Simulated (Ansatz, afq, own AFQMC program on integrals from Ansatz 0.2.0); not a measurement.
## C₂, singlet in 6-31G, levels against full CI

```xyz
2

C     0.0000    0.0000    0.0000
C     0.0000    0.0000    1.5220
```

Basis 6-31G. Only valence electrons are correlated. Integrals, coupled cluster, full CI and functionals: Ansatz 0.2.0; the random walks run on the same integrals in our own AFQMC program. ph-AFQMC/CISD is guided by a CISD state made of CCSD amplitudes; releasing the constraint for a short imaginary time cuts its bias at the price of noise, slowly where states lie close. Error bars are statistical, one sigma.

Determinant: RHF, the one that the program's search chose, which needn't be the lowest solution. The geometry is a point of a scan.

Full CI on the same integrals is exact in this basis and with this determinant's frozen core.

Cautions: another spin lies lower; restricted determinant unstable towards unrestricted (UHF 4.02 eV lower, ⟨S²⟩ 2.36); the search met a lower determinant of the same kind, perhaps of another symmetry (2.14 eV lower), and this one is a saddle point; strong correlation (T1 0.051, weight of the determinant 0.72, largest double 0.25); (T) is large, 9 % of the CCSD correlation; (Q) is large, 149 meV, so the cluster series hasn't closed; CCSD(T) is in doubt: in a space of 8 electrons in 8 natural orbitals full CI lies 145 meV below it; the released energies are still falling, so no released level is given (meV from the phaseless value at times in 1/Eh: -64 ± 5 at 0.24, -113 ± 4 at 0.51, -184 ± 4 at 0.99, -238 ± 7 at 1.62, -266 ± 4 at 2.40); CCSDTQ on the UHF determinant differs (355 meV lower), perhaps since the unrestricted series falls towards higher spin.

```
T1 diagnostic                               : 0.0514
weight of the determinant in the CISD state : 0.724
size of the correlated space                : 8 electrons in 16 orbitals
```

Reference: full CI, correlation energy -8.138 eV. The cautions show a poor starting determinant, so the rows tell how each method copes with it here, and full CI is the sure value.

```
        level  E − E(reference) (kJ/mol)  share of correlation (%)
           HF                      785.2                      0.00
          MP2                       67.3                     91.43
         CCSD                       74.1                     90.56
      CCSD(T)                        8.2                     98.96
        CCSDT                        9.3                     98.82
     CCSDT(Q)                       -5.1                    100.65
       CCSDTQ                        2.1                     99.74
ph-AFQMC/CISD                 38.5 ± 0.4                     95.09
```

CCSDT and higher add their correlation energy to the determinant of the CCSD(T) run, since their own runs factorise the integrals more tightly (a shift of under 2 meV). A walk keeps the symmetry of its determinant, which the program's search chose and which needn't be the lowest solution, so a lower state of the same spin and another symmetry isn't excluded.
